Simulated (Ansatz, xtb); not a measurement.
Two isomers of HNO2S

Structure X: `O=NSO`, a singlet. Structure Y: `O=S=NO`, a singlet. Both are isolated molecules in the gas phase, relaxed with B3LYP-D3(BJ)/6-311G**; the shapes shown needn't be the lowest conformers.

X (Å):

```xyz
5

N    -2.0508    0.0052   -1.9757
O    -1.0154    0.4648   -2.3839
O    -0.5819    0.4109    0.1618
S    -2.0805   -0.1673   -0.2069
H    -0.1893    0.6507   -0.7136
```

Y (Å):

```yaml
atoms:
  - { symbol: N, position_ang: [-0.8919, 0.9222, -0.2763] }
  - { symbol: O, position_ang: [-2.7887, -0.2014, -1.5115] }
  - { symbol: O, position_ang: [-1.2015, 1.8882, -1.1584] }
  - { symbol: S, position_ang: [-1.7919, -0.3852, -0.4038] }
  - { symbol: H, position_ang: [-1.9518, 1.5520, -1.7106] }
```

Energies in hartree; the thermal terms are from B3LYP-D3(BJ)/6-311G** harmonic frequencies (ideal gas, rigid rotor, one conformer each, 298.15 K, 1 atm) and include the zero-point energy:

```
                                X           Y
E, CCSD(T)/def2-TZVPP  −603.169075  −603.181620
    zero-point energy     0.021028     0.022762
         H(298 K) − E     0.026362     0.027633
         G(298 K) − E    −0.006141    −0.004067
```

**Question.** Work out ΔE, ΔE₀, ΔH and ΔG for X → Y in kJ/mol (1 Eh = 2625.50 kJ/mol) and the equilibrium ratio [Y]/[X].

**Answer.** 1. ΔE = −603.181620 − (−603.169075) = −0.012545 Eh = −32.94 kJ/mol.
2. ΔE₀ = ΔE + ΔZPE = −0.012545 + (+0.001734) Eh = −28.38 kJ/mol.
3. ΔH = ΔE + (+0.001271) Eh = −29.60 kJ/mol.
4. ΔG = ΔE + (+0.002074) Eh = −27.49 kJ/mol, so ΔS = (ΔH − ΔG)/T = −7.1 J/(mol K).
5. kT = 0.9442 mEh, so K = [Y]/[X] = exp(−ΔG/kT) = exp(+11.09) ≈ 6.6 × 10^4.

Structure Y is favoured at this temperature. An error of 4 kJ/mol in ΔG would change K by a factor of 5. HF/STO-3G, r2SCAN-D4/def2-SVP, B3LYP-D3(BJ)/6-311G** gave ΔE the other sign. Large T1 diagnostics make the coupled-cluster value less sure. Mirror images and further conformers aren't counted.

As drawn, Y has 1 O=S, 1 N=S, 1 N–O in place of 1 N=O, 1 N–S, 1 O–S.

Other levels gave ΔE = −55.1 (GFN2-xTB); +271.1 (HF/STO-3G, GFN2-xTB geometries); +3.5 (r2SCAN-D4/def2-SVP, GFN2-xTB geometries); +9.4 (B3LYP-D3(BJ)/6-311G**); −2.8 (HF/def2-TZVPP); −63.2 (MP2/def2-TZVPP) kJ/mol. The correlated steps freeze 8 core orbitals. Programs: Ansatz 0.2.0, xtb 6.7.1.
